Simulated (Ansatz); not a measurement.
**Nudged elastic band run: H₄Si**

The input (input.yaml):

```yaml
crystal:
  periodic: [false, false, false]
  atoms:
    - { symbol: Si, position_ang: [0.241343, 0.0, 0.170782] }
    - { symbol: H, position_ang: [0.241309, 0.0, 1.664297] }
    - { symbol: H, position_ang: [1.64949, 0.0, -0.326921] }
    - { symbol: H, position_ang: [-0.462721, 1.219454, -0.327128] }
    - { symbol: H, position_ang: [-0.462721, -1.219454, -0.327128] }
basis:
  gaussian: { orbitals: def2-TZVP }
hamiltonian:
  xc: lda
neb:
  order_check: false
  images: 5
  f_tol: 0.03
  max_iterations: 60
  final_atoms:
    - { symbol: Si, position_ang: [0.25704214, -5.7e-06, -0.66880534] }
    - { symbol: H, position_ang: [0.62461124, -3.69e-06, 1.02497924] }
    - { symbol: H, position_ang: [1.38608942, 9.74e-06, 0.53109082] }
    - { symbol: H, position_ang: [-0.53051567, 1.12656682, -0.01668554] }
    - { symbol: H, position_ang: [-0.53052713, -1.12656718, -0.01667718] }
  initial_path:
    images:
      - { positions_ang: [[0.241343, 0.0, 0.170782], [0.241309, 0.0, 1.664297], [1.64949, 0.0, -0.326921], [-0.462721, 1.219454, -0.327128], [-0.462721, -1.219454, -0.327128]] }
      - { positions_ang: [[0.16089325, 0.0, 0.11385775], [0.49402012, 0.0, 1.5513222], [1.6272307, 0.0, -0.05099693], [-0.53772203, 1.21010267, -0.38014051], [-0.53772203, -1.21010267, -0.38014051]] }
      - { positions_ang: [[0.08044349, 0.0, 0.0569335], [0.74673123, 0.0, 1.4383474], [1.6049714, 0.0, 0.22492714], [-0.61272306, 1.20075133, -0.43315302], [-0.61272306, -1.20075133, -0.43315302]] }
      - { positions_ang: [[-6.26e-06, 0.0, 9.25e-06], [0.99944235, 0.0, 1.3253726], [1.58271211, 0.0, 0.5008512], [-0.68772409, 1.1914, -0.48616553], [-0.68772409, -1.1914, -0.48616553]] }
      - { positions_ang: [[0.08567654, -1.9e-06, -0.22292895], [0.87449864, -1.23e-06, 1.22524148], [1.51717121, 3.25e-06, 0.51093108], [-0.63532129, 1.16978894, -0.3296722], [-0.63532511, -1.16978906, -0.32966941]] }
      - { positions_ang: [[0.17135934, -3.8e-06, -0.44586714], [0.74955494, -2.46e-06, 1.12511036], [1.45163032, 6.5e-06, 0.52101095], [-0.58291848, 1.14817788, -0.17317887], [-0.58292612, -1.14817812, -0.1731733]] }
      - { positions_ang: [[0.25704214, -5.7e-06, -0.66880534], [0.62461124, -3.69e-06, 1.02497924], [1.38608942, 9.74e-06, 0.53109082], [-0.53051567, 1.12656682, -0.01668554], [-0.53052713, -1.12656718, -0.01667718]] }
```

Run as:

```bash
$ ansatz run input.yaml --threads 1 --pin off --max-ram 2048MiB --backend cpu --events-out ev --progress --plain --runs-dir out
```

Output, in part (warnings, iteration lines, the closing report on the highest movable image, with atoms numbered from 0):

```
NEB end point (image 0): max|allowed force component| = 1.269e-3 eV/Å (the criterion of neb.relax_end_points is 1.000e-2)
NEB end point (image 6): max|allowed force component| = 2.365e-2 eV/Å (the criterion of neb.relax_end_points is 1.000e-2)
NEB iter   1: max|band force component| = 3.461e0 eV/Å  barrier→ = 3.1099 eV  barrier← = 1.1780 eV  Δτ_max = 0.2000 Å  (153 SCF iters)
NEB iter   2: max|band force component| = 2.169e0 eV/Å  barrier→ = 2.2030 eV  barrier← = 0.2712 eV  Δτ_max = 0.2000 Å  (129 SCF iters)
NEB iter   3: max|band force component| = 1.727e0 eV/Å  barrier→ = 2.0537 eV  barrier← = 0.1218 eV  Δτ_max = 0.1903 Å  (123 SCF iters)
NEB iter   4: max|band force component| = 7.133e-1 eV/Å  barrier→ = 2.0145 eV  barrier← = 0.0826 eV  Δτ_max = 0.0440 Å  (118 SCF iters)
NEB iter   5: max|band force component| = 2.066e-1 eV/Å  barrier→ = 2.0116 eV  barrier← = 0.0797 eV  CI = image 5  Δτ_max = 0.0180 Å  (113 SCF iters)
NEB iter   6: max|band force component| = 4.322e-2 eV/Å  barrier→ = 2.0119 eV  barrier← = 0.0800 eV  CI = image 5  Δτ_max = 0.0025 Å  (113 SCF iters)
NEB iter   7: max|band force component| = 8.034e-3 eV/Å  barrier→ = 2.0118 eV  barrier← = 0.0799 eV  CI = image 5  Δτ_max = 0.0000 Å  (216 SCF iters)
Total energy: -7907.49360065 eV, -290.5950299321 hartree
Atom 0 at     0.256414    -0.000002    -0.521164 Å, force    -0.002589    -0.000000    -0.006284 eV/Å
Atom 1 at     0.511406     0.000001     1.097577 Å, force    -0.000618     0.000000     0.006973 eV/Å
Atom 2 at     1.477031     0.000001     0.406269 Å, force     0.004181    -0.000000     0.000060 eV/Å
Atom 3 at    -0.519074     1.201831    -0.064393 Å, force    -0.000487     0.002783    -0.000375 eV/Å
Atom 4 at    -0.519078    -1.201831    -0.064387 Å, force    -0.000487    -0.002783    -0.000375 eV/Å
Dipole moment:     0.040048     0.000000     0.060406 e Å
```

It converged. A vibrational analysis at the climbing image gives one clearly imaginary mode, 869i cm⁻¹: a first-order saddle point.

Final band:

| image | path coordinate (Å) | energy (kJ/mol) |
| --- | --- | --- |
| 0 | 0.00 | 0.0 |
| 1 | 0.26 | 15.8 |
| 2 | 0.53 | 61.9 |
| 3 | 0.79 | 124.8 |
| 4 | 1.05 | 176.0 |
| 5 | 1.32 | 194.1 |
| 6 | 1.60 | 186.4 |

Time of the run: 9.7 s on 1 thread of Intel(R) Xeon(R) 6975P-C (Granite Rapids), with other jobs on the host, peak memory 0.1 GiB.
